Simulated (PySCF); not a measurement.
Cartesian coordinates (Å):
SMILES: [OH]
```xyz
2

O      0.4929     0.0000     0.0000
H     -0.4929     0.0000     0.0000
```
Charge 0, spin multiplicity 2.

### Question
What highest occupied spin orbital, dipole moment and total energy does PBE-D3(BJ)/def2-TZVP in PySCF give?

### Answer

The highest occupied spin orbital comes out as -7.15 eV and the dipole moment comes out as 0.360 e·Å. The total energy comes out as -2059.41 eV.
